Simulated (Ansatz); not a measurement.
System: C4H5 (charge 0, doublet). SMILES: [C@H]12C[C@@H]2[CH]1
Geometry from a B3LYP-D3(BJ)/def2-TZVP (Ansatz, a first-principles code) optimisation:
```xyz
9

C     -0.0105     1.1649     0.2808
C      0.0034    -1.0856     0.3584
C      0.7812     0.0534    -0.2214
C     -0.7771     0.0433    -0.2375
H     -0.0127     2.1640    -0.1347
H     -0.0071    -1.1963     1.4393
H      0.0151    -2.0215    -0.1909
H      1.4306     0.0079    -1.0831
H     -1.4079    -0.0105    -1.1124
```
Charge 0, spin multiplicity 2.

Quantity: atomisation energy, in kcal/mol. Terms: non-relativistic; LANL2DZ all-electron up to Ne; no dispersion term unless named; atomisation electronic, to ground-state atoms; UHF or UKS for open shells; spin-orbit terms left out; 6-311+G** with 5d; 6-31G* and kin with 6d, 5d where marked; frozen cores in correlated levels. CBS(X,Y): correlation extrapolated as X^-3; Hartree-Fock from the larger set. The bracket is a focal-point correction in the basis named. Ab initio and DFT rows: single points at B3LYP-D3(BJ) geometries (Ansatz).

Coupled cluster (Ansatz) is a level with limits of its own, used here on species with T1 under 0.025 (0.045 for open shells) and stable references: RI-MP2/CBS(cc-pVTZ,cc-pVQZ)+[CCSD(T)-MP2]/cc-pVTZ.

Value to compare with, RI-MP2/CBS(cc-pVTZ,cc-pVQZ)+[CCSD(T)-MP2]/cc-pVTZ (Ansatz): 875.6 kcal/mol.

| level | program | atomisation energy (kcal/mol) | difference |
|---|---|---|---|
| B3LYP/STO-3G | Ansatz | 1010.6 | 135.0 |
| B3LYP/3-21G | Ansatz | 843.4 | -32.2 |
| B3LYP/LANL2DZ | Ansatz | 829.9 | -45.7 |
| B3LYP/6-31G | Ansatz | 844.4 | -31.2 |
| B3LYP/6-31G* | Ansatz | 873.6 | -2.0 |
| B3LYP/6-31+G* | Ansatz | 865.9 | -9.7 |
| B3LYP/6-31G** | Ansatz | 878.6 | 3.0 |
| B3LYP/def2-SVP | Ansatz | 882.2 | 6.6 |
| B3LYP/cc-pVDZ | Ansatz | 861.0 | -14.6 |
| B3LYP/6-311+G** | Ansatz | 867.3 | -8.3 |
| B3LYP/def2-TZVPD | Ansatz | 872.7 | -2.9 |

Among the 10 habitual levels, B3LYP/STO-3G lies farthest from RI-MP2/CBS(cc-pVTZ,cc-pVQZ)+[CCSD(T)-MP2]/cc-pVTZ (Ansatz) (135.0 kcal/mol) and B3LYP/6-31G* nearest (-2.0); 3 of 10 lie above it, and their mean absolute difference is 28.8 kcal/mol, the median 12.1. One case shows no general order.

The sets are all those run for this method; runs whose electronic state is in doubt are left out.
